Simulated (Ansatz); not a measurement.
System: C₃H₃, net charge -1, singlet state. It need not be the lowest isomer of its formula. Whether it binds its extra electron was not tested at this geometry. 
Geometry from a B3LYP-D3(BJ)/def2-TZVP (Ansatz, a quantum-chemistry and plane-wave program) optimisation:
```
C
C 1 1.2918
H 2 1.0857 1 143.25
H 1 1.0857 2 143.25 3 0.00
C 1 1.5845 4 146.70 2 -142.93
H 5 1.1216 1 105.80 4 -106.01
```
Charge -1, spin multiplicity 1.

Basis-set convergence of Hartree-Fock and CCSD(T) correlation energies (hartree) with Ansatz. Valence correlation only, unless marked. Spin-orbit coupling is left out. No relativistic terms.

The Hartree-Fock reference is unstable (checked in the largest basis), which strains HF and MP2. 

```json
[
 {"basis": "aug-cc-pVDZ", "functions": "96", "E(HF)": "-115.14077", "E(corr, CCSD(T))": "-0.47799", "rough core time": "under 20 s"},
 {"basis": "aug-cc-pVTZ", "functions": "207", "E(HF)": "___", "E(corr, CCSD(T))": "___", "rough core time": "50 s"}
]
```

Question: Some entries are withheld; supply them.

Answer: 
- aug-cc-pVTZ, E(HF): -115.16678
- aug-cc-pVTZ, E(corr, CCSD(T)): -0.55619
